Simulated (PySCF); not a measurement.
A series of derivatives of Hexatriene

Parent skeleton `[CH2:1]=[CH:2][CH:3]=[CH:4][CH:5]=[CH2:6]`; one hydrogen on atom 2 is replaced by X. Hydrogens on one atom are averaged.

[PySCF: structure optimised with GFN2-xTB; GIAO PBE0/pcSseg-1 shieldings; one averaged value for each set of equivalent atoms; gas phase; single conformer; non-relativistic]

Referencing at the same level of theory: 13C (186.93 ppm) and 1H (31.72 ppm) vs TMS.

Parent (X = H): C1 125.6, C2 145.7, C3 142.6, C4 142.6, C5 145.7, C6 125.6, H(C1) 5.52, H(C3) 6.44, H(C4) 6.44 ppm. Effects are Δδ = δ(X) − δ(H), positive for deshielding.

Known members:
```tsv
X	C1	C2	C3	C4	C5	C6	H(C1)	H(C3)	H(C4)
N(SiH3)2	-8.2	+17.0	-3.2	-1.9	-0.9	+1.3	-0.35	-0.22	+0.14
Cl	+1.0	+5.9	-12.0	-1.5	-4.9	+4.8	+0.06	-0.36	-0.16
CH=NMe	+2.8	+0.6	-7.1	-1.5	-4.2	+2.6	-0.11	-0.21	-0.08
OCOCH3	-10.4	+12.5	-6.7	-4.5	-1.0	+1.6	+0.03	-0.31	+0.35
CH2SiH3	-3.8	+6.6	-3.6	-4.0	-3.0	-0.2	-0.20	-0.14	-0.06
```

Four more derivatives gave (Δδ, ppm):
| compound | C1 | C2 | C3 | C4 | C5 | C6 | H(C1) | H(C3) | H(C4) |
| --- | --- | --- | --- | --- | --- | --- | --- | --- | --- |
| 1 | +5.8 | +5.3 | -7.7 | -3.3 | -4.8 | +4.7 | +0.65 | -0.10 | -0.08 |
| 2 | +6.0 | -1.1 | -1.7 | -2.0 | +0.0 | +1.8 | +0.14 | +0.08 | +0.15 |
| 3 | +12.7 | +14.2 | -7.2 | +0.1 | -2.7 | +2.4 | +0.52 | +0.15 | +0.02 |
| 4 | +4.5 | +6.6 | -15.9 | +3.5 | -5.2 | +6.0 | +0.92 | +0.28 | +0.29 |

Question: Their substituents are C(S)CH3, CH2CF3, CHF2, SO3H. Which is which?

Answer: 1: X = CHF2 (C=C/C=C\C(=C)C(F)F); 2: X = CH2CF3 (C=C/C=C/C(=C)CC(F)(F)F); 3: X = C(S)CH3 (C=C/C=C\C(=C)C(C)=S); 4: X = SO3H (C=C/C=C\C(=C)S(=O)(=O)O).
